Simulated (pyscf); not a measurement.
This saddle point was located with ωB97X-D3(BJ)/def2-SVP in PySCF.

```xyz
9

C     -1.2309    -0.6791    -0.1339
In     0.0687     1.2021     0.1784
H     -1.2762    -1.4181    -0.9550
H     -2.2670    -0.4008     0.1102
H     -0.7985    -1.2512     0.7056
H     -0.9116     2.5445     0.5803
H      1.6993     0.8045     0.5106
Cl    -0.1502     0.9154    -2.4872
H     -0.7007     0.0326    -1.4409
```

Surface: singlet, charge 0. Lowest wavenumbers (cm⁻¹): 982i, 66, 206, 321, 352.

Q: Name the species on either side of this saddle.

A: `[CH3][InH2]` + `[ClH]` ⇌ `[CH4]` + `[Cl][InH2]`, a four-centre exchange read from left to right: C–In, Cl–H broken and C–H, Cl–In formed. At CCSD(T)/def2-TZVPP + ΔMP2(QZVPP) it lies +5.5 kcal/mol from the left side and +42.9 kcal/mol from the right (each side as separated species at their lowest minima found). On the reactant side the descent ends in an adduct with a Cl–In contact, 7.1 kcal/mol under the separated species and 9.9 kcal/mol under the saddle at ωB97X-D3(BJ)/def2-TZVP. On the product side the descent ends in a complex, 4.0 kcal/mol under the separated species and 47.2 kcal/mol under the saddle at ωB97X-D3(BJ)/def2-TZVP. What is counted as formed (Cl–In) is already present as a longer contact in the reactant adduct; forming that adduct is a step of its own. At ωB97X-D3(BJ) the barrier from the zero used here is 2.8 kcal/mol. One saddle was located; it need not be the lowest between these sides. The CCSD(T) − MP2 part came from Ansatz, without density fitting, on the same reference. The frozen core leaves the outer d or s,p core shells of the metals and heavy elements correlated in the MP2 and CC values, and def2-TZVPP describes them poorly, which can shift differences by a few kcal/mol. Elements past Kr carry the def2 core potentials, without spin-orbit coupling.
